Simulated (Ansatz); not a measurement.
**PBE-QIDH-D4/pc-2 (density fitting with def2-universal-jkfit, accuracy low, damping of pbe) run of N2 (SMILES N#N)**

We compute a geometry optimisation of N2. 

The calculation is run with Ansatz 0.2.0.

### 1 Starting point

The species is N2 (2 atoms), typed as a singlet with charge 0. SMILES: `N#N`. Geometry: relaxed at PBE0-D4/def2-TZVP. The run starts from this shape.

Bond lengths: N1–N2 1.090 Å.

### 2 A geometry optimisation at PBE-QIDH-D4/pc-2 (density fitting with def2-universal-jkfit, accuracy low, damping of pbe)

run.yaml reads:

```yaml
crystal:
  periodic: [false, false, false]
  atoms:
    - {symbol: "N", position_ang: [0.465500, -0.150300, 0.239800]}
    - {symbol: "N", position_ang: [-0.465500, 0.150300, -0.239800]}
basis:
  gaussian:
    orbitals: pc-2.json
    fitting: {mean_field: def2-universal-jkfit}
relax:
  max_steps: 60
accuracy: low
hamiltonian:
  xc: {name: PBE-QIDH}
  dispersion: {method: d4, functional: pbe}
correlation:
  electrons: all
output: {orbitals: {seedname: orbitals}}
```

The basis set pc-2 is read from a file made from the Basis Set Exchange's data (not shown).

Command:

```sh
$ ansatz run run.yaml --threads 1 --pin off --max-ram 2610MiB --events-out events.jsonl --progress --plain --runs-dir runs
```

**Question.** What will come out? Wanted: total energy at the end; dipole moment; HOMO energy; LUMO energy; HOMO–LUMO gap; bond length; dispersion energy.

Answer, from the run:

At PBE-QIDH-D4/pc-2 (density fitting with def2-universal-jkfit, accuracy low, damping of pbe):

| quantity | value |
| --- | --- |
| total energy at the end | -109.43155 Eh |
| dipole moment | 0.00 D |
| HOMO energy (SCF part's orbitals) | -15.39 eV |
| LUMO energy (SCF part's orbitals) | 2.10 eV |
| HOMO–LUMO gap (SCF part's orbitals) | 17.49 eV |
| bond length | 1.091 Å |
| dispersion energy | -0.95 kJ/mol |

What this shows: At the final geometry: Bond lengths: N1–N2 1.091 Å. The optimisation took 2 steps and changed the energy by -0.000 eV. The accuracy setting is loose, so the last digits carry no meaning.
